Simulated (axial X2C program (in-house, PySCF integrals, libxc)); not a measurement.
# Spectroscopic constants of BN⁻

Calculated with an in-house relativistic program for diatomic molecules. Spin-free means the one-electron spin-free X2C Hamiltonian; two-component (2c) means X2C with spin–orbit coupling and atomic mean-field two-electron Coulomb and Gaunt terms, so the difference of the two also holds small scalar two-electron terms. Basis: N dyall-av3z [7s7p3d2f], B dyall-av3z [8s7p3d2f] (cores contracted in-house); Gaussian nuclei, density fitting, unrestricted open shells. Masses: N 14.003 u, B 11.009 u.

Input:
```json
{
 "zs": [
  7,
  5
 ],
 "q": -1,
 "bas": [
  "dyall-av3z",
  "dyall-av3z"
 ],
 "levels": [
  "PBE0",
  "HF",
  "r2SCAN0"
 ],
 "cc": true,
 "r0": 1.38,
 "thr": -2.0,
 "nmax": 90,
 "npts": 10,
 "nst": 2,
 "ntry": 6
}
```
```bash
python so2c.py task.json out
```

Keys: zs atomic numbers; q charge; bas basis sets; levels methods; cc coupled cluster on or off; r0 starting distance in Å; thr threshold in hartree for freezing inner shells (an s shell follows its p shell); nmax most natural virtual spinors; npts points on the curve; nst determinants followed; ntry starts of the search. HF also brings MP2.

State, spin-free: M_S = 1/2, Λ = 0 (beyond evenly filled blocks: σα); electrons by block: σα: 5, σβ: 4, π+α: 1, π+β: 1, π-α: 1, π-β: 1. Fragments: N + B-.

State, 2c: Ω = 1/2 (⟨Sz⟩ = 0.50, ⟨Lz⟩ = 0.00 at PBE0); electrons by block: 1/2: 6, -1/2: 5, 3/2: 1, -3/2: 1. Fragments: N + B-.

| Hamiltonian | level | Re (Å) | ωe (cm⁻¹) | Be (cm⁻¹) | αe (cm⁻¹) | De (eV) | D0 (eV) | μ (D) |
| --- | --- | --- | --- | --- | --- | --- | --- | --- |
| 2c | PBE0 | 1.273 | 1741.2 | 1.688 | 0.0155 | 7.25 | 7.14 | 1.21 |
| 2c | HF | 1.272 | 1605.2 | 1.691 | 0.0241 | 4.03 | 3.93 | 1.44 |
| 2c | CCSD | 1.272 | 1797.7 | 1.69 | 0.0149 | 6.65 | 6.54 | n/a |
| 2c | CCSD(T) | 1.276 | 1795.2 | 1.681 | 0.0152 | 6.95 | 6.84 | n/a |
| 2c | r2SCAN0 | 1.267 | 1772.2 | 1.703 | 0.0152 | 6.84 | 6.73 | 1.41 |

Spin-free values that have a 2c row agree with it to the digits that matter (0.001 Å, 0.01 eV) and are not repeated.

Correlated methods: 9 electrons correlated (number of frozen shells: N 1 s; B 1 s), 207 virtual spin orbitals or spinors in MP2, 90 natural virtuals in coupled cluster.

Dipoles are positive if B is the positive end and refer to the centre of mass.

The state is one determinant whose occupation by symmetry is held fixed; it was picked as the lowest of a PBE0 search that is not exhaustive. Dissociation energies refer to the lowest single-determinant-based atoms at the same level and basis. Density functionals use the spin component along the axis (collinear). Coupled cluster ran in a truncated set of natural virtual spinors; the MP2 energy of the rest was added. (T) has no such correction and the atoms are truncated less, which lowers De at CCSD(T) by a hundredth of an eV or more. In 2c an atomic determinant is not the ground J level, so De misses part of the atomic spin–orbit lowering. This holds for PBE0, CCSD, CCSD(T), r2SCAN0. The functionals have no current-density term, which raises determinants with orbital currents, atoms included. The determinant is spin-polarised beyond a pure state at some levels (its spin-free form has ⟨S²⟩ too high), which makes Re and μ there less reliable. The T1 diagnostic is large, a sign of multireference character. Hartree–Fock gets electron affinities wrong, so its lowest charge split need not be the true one.

No reliable constants came from MP2 (2c), MP2 (spin-free): no minimum in range, unconverged points, a curve that is not smooth, a change of character along it, or the two Hamiltonians disagreeing along it.

Rough cost a point (2c) on 1 thread(s) of a shared host, integrals apart: PBE0 0.4 s, HF 0.14 s, CCSD(T) 4 s, r2SCAN0 0.7 s.

The whole task took 120 s on 1 thread of Intel(R) Xeon(R) Processor @ 2.30GHz, with other jobs on the host.
